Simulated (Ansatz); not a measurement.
# BSiH (singlet): wave-function methods side by side, 6-31G

The task here is to estimate one member of a computed series from the others.

Method: 6-31G, core rule «outside noble gas», up to 6 orbitals frozen; program: Ansatz 0.2.0, Gaussian basis.

Plan: UHF; CCSD(T) on RHF; CCSD(T) on UHF; BCCD(T) on RHF; CISD; CCSDT(Q) on RHF; CCSDT(Q) on UHF; CISDTQ; CCSDTQ on RHF; CCSDTQ on UHF; CASSCF and MRCISD+Q, 8 electrons in 9 orbitals; CASSCF and MRCISD+Q(relaxed), 8 electrons in 9 orbitals; CASSCF and NEVPT2, 8 electrons in 9 orbitals; Full CI.

19 further runs of the same task are left out: 10 that didn't finish, 9 set aside as unsound or not needed.

### What is computed

The geometry is a PBE0/def2-TZVP stationary point (not a proven minimum).

3 atoms, charge 0, spin multiplicity 1.

Atoms are counted from 1 here; the program's logs count them from 0.

Bond lengths: Si1–B2 2.039 Å, Si1–H3 1.516 Å. Angles: B2–Si1–H3 180.0°.

The first run:

File in.yaml:

```yaml
crystal:
  periodic: [false, false, false]
  atoms:
    - {symbol: Si, position_ang: [0.000000, 0.000000, 0.174230]}
    - {symbol: B, position_ang: [0.000000, 0.000000, -1.864326]}
    - {symbol: H, position_ang: [0.000000, 0.000000, 1.690095]}
basis:
  gaussian: {orbitals: 6-31G}
magnetization: {spin_polarized: true, initial_magnetization: 0}
hamiltonian: {xc: hf}
output: {orbitals: {seedname: orbitals}}
```

The run is started by

```
$ ansatz run in.yaml --threads 1 --pin off --events-out ev --progress --plain --max-ram 2393MiB
```

Steps of the session up to this table: UHF; CCSD(T) on RHF; CCSD(T) on UHF; BCCD(T) on RHF; CISD; CCSDT(Q) on RHF; CCSDT(Q) on UHF; CISDTQ; CCSDTQ on RHF; CCSDTQ on UHF; CASSCF and MRCISD+Q, 8 electrons in 9 orbitals; CASSCF and MRCISD+Q(relaxed), 8 electrons in 9 orbitals; CASSCF and NEVPT2, 8 electrons in 9 orbitals; Full CI.

One table of the session follows, with a row left open; its other results are not shown here.

```
                   method  from FCI (kJ/mol)
                      RHF                  ?
                     RMP2             +126.2
                     CISD              +56.9
                    RCCSD              +30.9
                 RCCSD(T)              +14.0
                  BCCD(T)              +14.3
                   RCCSDT               +6.5
                   CISDTQ               +7.3
                RCCSDT(Q)               +2.4
                  RCCSDTQ               +0.5
           CASSCF valence              +78.8
           NEVPT2 valence              +22.9
           MRCISD valence               +2.0
         MRCISD+Q valence               +0.2
MRCISD+Q(relaxed) valence               -0.5
                      FCI                  0
```

Estimate the missing values for RHF.

As computed: from FCI (kJ/mol): +356.5. In the column «from FCI (kJ/mol)» it is the highest.

Among the levels timed on like hardware and quicker than the yardstick, those that no quicker one beats, quickest first: CISD (0.33 s, +56.9 kJ/mol); BCCD(T) (0.36 s, +14.3 kJ/mol); RCCSD(T) (0.42 s, +14.0 kJ/mol); RCCSDT(Q) (0.81 s, +2.4 kJ/mol); RCCSDTQ (6.5 s, +0.5 kJ/mol); MRCISD+Q valence (7 s, +0.2 kJ/mol).

Left out of the table: UHF, UMP2, UCCSD, UCCSD(T), UCCSDT, UCCSDT(Q), UCCSDTQ (another determinant or state than the rows shown).

Limits of these values: The report flags that the cluster equations may have other roots. The yardstick is full CI for this spin, exact in this basis with these frozen cores. The program flags RCCSDT(Q), RCCSDTQ as in doubt, so those rows may rest on another solution; read them beside their warnings. MRCISD+Q(relaxed) valence falls below full CI: the +Q correction isn't variational, and the cores differ from full CI's. With 2.2 effectively unpaired electrons against 0 the state is strongly multireference. Of the multireference levels listed MRCISD+Q valence comes nearest in total energy (+0.2 kJ/mol), which doesn't show that its space is the better one. Warnings in the runs' records: large difference, other roots.
